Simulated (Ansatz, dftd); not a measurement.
Species: C$_{2}$H$_{4}$S, charge 0, singlet. C2H4S (SMILES S1CC1).
B3LYP-D3(BJ)/def2-TZVP minimum from Ansatz (a program for electronic structure):
```
C
H 1 1.0824
H 1 1.0824 2 114.91
C 1 1.4789 2 118.24 3 147.30
H 4 1.0824 1 118.24 2 0.00
H 4 1.0824 5 114.91 1 147.30
S 1 1.8219 2 115.22 3 -137.55
```
Charge 0, spin multiplicity 1.

Wanted: atomisation energy (electronic, to ground-state atoms), in kcal/mol. Open shells are spin-unrestricted; no spin-orbit coupling. Cores are frozen in correlated methods. Rows without X2C or -DK are non-relativistic. CBS(X,Y): correlation extrapolated as X^-3, Hartree-Fock from the larger set (Q,5: extrapolated as (X+1)exp(-9√X)). A bracket is a step between two methods taken in the basis named. The functionals are non-relativistic, so their misses hold any scalar relativity. Double hybrids freeze cores in their MP2 part. '+ core + X2C': CCSD(T) terms for core correlation (cc-pwCVTZ, 1s frozen past Ne) and scalar relativity (cc-pVTZ-DK). Where a partner has so few electrons that a lower coupled-cluster level is exact, that level stands in.

| level | program | atomisation energy (kcal/mol) | difference against the last row |
|---|---|---|---|
| HF/cc-pV(D+d)Z | Ansatz | 443.9 | -183.0 |
| HF/cc-pV(Q+d)Z | Ansatz | 453.1 | -173.8 |
| PBE-D4/def2-TZVPD | Ansatz + dftd4 | 642.1 | 15.2 |
| PBE/def2-TZVPD | Ansatz | 639.6 | 12.7 |
| B3LYP-D4/def2-TZVPD | Ansatz + dftd4 | 623.1 | -3.8 |
| CAM-B3LYP-D3(BJ)/def2-TZVPD | Ansatz + dftd3 | 623.7 | -3.2 |
| B2GP-PLYP-D4/def2-TZVPD | Ansatz + dftd4 | 615.8 | -11.1 |
| MP2/cc-pV(D+d)Z | Ansatz | 585.1 | -41.8 |
| MP2/cc-pV(Q+d)Z | Ansatz | 628.9 | 2.0 |
| CCSD(T)/cc-pV(Q+d)Z | Ansatz | 618.0 | -8.9 |
| CCSD(T)/CBS(cc-pV(T+d)Z,cc-pV(Q+d)Z) + core + X2C | Ansatz | 626.6 | -0.3 |
| CCSDT(Q)/cc-pV(D+d)Z | Ansatz | 576.2 | -50.7 |
| CCSD(T)/CBS(cc-pV(Q+d)Z,cc-pV(5+d)Z) + [CCSDT(Q) - CCSD(T)]/cc-pV(D+d)Z + core + X2C | Ansatz | 626.9 | 0.0 |
